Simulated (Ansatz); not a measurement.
Relaxation of CH$_{7}$BN (10 atoms, charge 0, multiplicity 2), to a largest force component of 0.03 eV/Å in at most 50 steps.

Level of theory: UKS PBE-D4/6-31G* (Ansatz 0.2.0).

```xyz
10
Properties=species:S:1:pos:R:3
B 0.005 -0.098 -0.089
H 0.001 -0.381 1.081
C 1.357 0.068 -0.888
H 1.953 -0.865 -0.850
H 1.229 0.341 -1.952
H 1.993 0.843 -0.415
N -1.246 0.072 -0.698
H -2.130 -0.029 -0.203
H -1.357 0.314 -1.683
H -0.245 -0.265 2.928
```

Q: Where does it end, and by what steps?

A: The forces met the threshold. The force dipped under the threshold on the way, but the program's further checks kept it going. After 7 steps the energy has fallen by 0.034 eV; H10 moved furthest, 0.77 Å.

| step | energy less start (eV) | largest force component (eV/Å) | accepted |
| --- | --- | --- | --- |
| 0 | 0.0000 | 0.340 | yes |
| 1 | -0.0070 | 0.089 | yes |
| 2 | -0.0186 | 0.227 | yes |
| 3 | -0.0268 | 0.070 | yes |
| 4 | -0.0304 | 0.160 | yes |
| 5 | -0.0336 | 0.036 | yes |
| 6 | -0.0343 | 0.011 | yes |
| 7 | -0.0345 | 0.008 | yes |

```xyz
10
Properties=species:S:1:pos:R:3
B 0.037 -0.096 -0.168
H 0.050 -0.389 1.008
C 1.375 0.078 -0.990
H 1.974 -0.852 -0.956
H 1.228 0.345 -2.053
H 2.014 0.856 -0.531
N -1.224 0.081 -0.759
H -2.101 -0.024 -0.254
H -1.350 0.328 -1.740
H -0.442 -0.328 3.672
```

Run time: 24 s on 1 thread of Arm Neoverse V1, with other jobs on the host, peak memory 0.14 GiB.
